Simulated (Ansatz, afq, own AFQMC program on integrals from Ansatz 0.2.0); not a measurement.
# Si, singlet in 6-31G, levels against full CI

A free Si atom.

Basis 6-31G. Only valence electrons are correlated. Integrals, coupled cluster, full CI and functionals: Ansatz 0.2.0; the random walks run on the same integrals in our own AFQMC program. ph-AFQMC/CISD is guided by a CISD state made of CCSD amplitudes; releasing the constraint for a short imaginary time cuts its bias at the price of noise, slowly where states lie close. Uncertainties: one standard error, sampling alone.

Determinant: RHF, the one that the program's search chose, which needn't be the lowest solution.

Full CI on the same integrals is exact in this basis and with this determinant's frozen core.

Cautions: another spin lies lower (by 1.03 eV); restricted determinant unstable towards unrestricted (UHF 1.07 eV lower, ⟨S²⟩ 1.00); strong correlation (T1 0.001, weight of the determinant 0.81, largest double 0.31); the released energies are still falling, so no released level is given (meV from the phaseless value at times in 1/Eh: -4 ± 3 at 0.24, -7.4 ± 2.2 at 0.51, -13.0 ± 2.0 at 0.99, -15.8 ± 2.1 at 1.62, -22 ± 3 at 2.40); the ph-AFQMC/CISD walk drifts between its halves (2.3 errors); the determinant fills the p orbitals unequally in pairs, so it mixes two states of the atom (¹D and ¹S), and each level undoes that mixture to a different degree, while full CI gives the lower state; CCSDT(Q) on the UHF determinant differs (1.07 eV lower), perhaps since the unrestricted series falls towards higher spin.

The T1 diagnostic is 0.0014, the weight of the determinant in the CISD state is 0.812 and the size of the correlated space is 4 electrons in 8 orbitals.

Reference: full CI, correlation energy -1.225 eV. The cautions show a poor starting determinant, so the rows tell how each method copes with it here, and full CI is the sure value.

```csv
level,E − E(reference) (kJ/mol),share of correlation (%)
HF,118.2,0.00
MP2,57.0,51.82
CCSD,9.7,91.76
CCSD(T),7.1,93.99
CCSDT,6.3,94.65
CCSDT(Q),3.5,97.05
ph-AFQMC/CISD,6.7 ± 0.2,94.33
```

CCSDT and higher add their correlation energy to the determinant of the CCSD(T) run, since their own runs factorise the integrals more tightly (a shift of under 2 meV).
